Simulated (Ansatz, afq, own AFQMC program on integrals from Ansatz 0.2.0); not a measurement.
Integrals from Ansatz 0.2.0, then the random walk in our own AFQMC program (afq).

```yaml
crystal:
  periodic: [false, false, false]
  atoms:
    - {symbol: Se, position_ang: [0.000000, 0.000000, 0.000000]}
basis:
  gaussian: {orbitals: 6-31G}
magnetization: {spin_polarized: true, initial_magnetization: 2}
correlation: {method: ccsd_t, electrons: outside_noble_gas, hamiltonian_folder: ham}
```

```sh
$ ansatz run in.yaml --threads 1 --pin off --events-out ev --progress --plain --max-ram 15360MiB --backend cuda --devices 0, --max-vram 18GiB
```

afq runs on the folder ham with

```
--method free --trial cisd --walkers 4000 --time-step 0.03 --max-blocks 4000 --target-error 0.00018 --factor-cut 1e-05 --seed 7060 --times 0,0.3,0.6,1.2,1.8,2.4,3.6,4.8,6 --taylor-order 8
```

Times are imaginary, in 1/Eh. The walk had a cap of 61 s. Filled inner d shells are frozen with the cores.

```
orbitals 15  electrons 4 2  factors 90 of 195
reference energy -2399.47883676 Eh
CCSD correlation -0.02479337 Eh in 7 cycles, weight of the determinant in the CISD state 0.9858
repeat  energy at the last time / Eh  error
    10  -2399.503910  0.000005
    20  -2399.503910  0.000004
    30  -2399.503909  0.000003
time / (1/Eh)  energy / Eh  error  mean overlap
  0.00  -2399.503632  0.000001  1.0144
  0.30  -2399.503793  0.000002  1.0144
  0.60  -2399.503851  0.000002  1.0144
  1.20  -2399.503896  0.000003  1.0150
  1.80  -2399.503906  0.000002  1.0149
  2.40  -2399.503909  0.000003  1.0154
  3.60  -2399.503910  0.000003  1.0165
  4.80  -2399.503912  0.000003  1.0170
  6.00  -2399.503911  0.000003  1.0171
energy -2399.503911 +/- 0.000003 Eh
```

(1) Estimate how long the walk took on 1 × NVIDIA H100 80GB HBM3 with 2 threads of AMD EPYC 7R13 Processor (Zen 3) (shared host) (the card was shared).

The run passed its tests (error under three times the target), which doesn't prove that it has relaxed.

Against this walk (error 0.1 meV) on the same determinant: CCSD(T) 1.3 meV higher, CCSDT(Q) 0.1 meV lower (within the noise), CCSDTQ 0.1 meV lower (within the noise), full CI 0.0 meV lower (within the noise). The error is statistical, and a free projection of finite length keeps a remainder of its start.

Cautions: remainder of the start not in the error; no relativity below Rb; no spin-orbit coupling; inner d shell frozen.

## Answers

(1) 11 s of wall time.

CCSDT and higher add their correlation energy to the determinant of the CCSD(T) run, since their own runs factorise the integrals more tightly (a shift of under 2 meV). A walk keeps the symmetry of its determinant, which the program's search chose and which needn't be the lowest solution, so a lower state of the same spin and another symmetry isn't excluded.
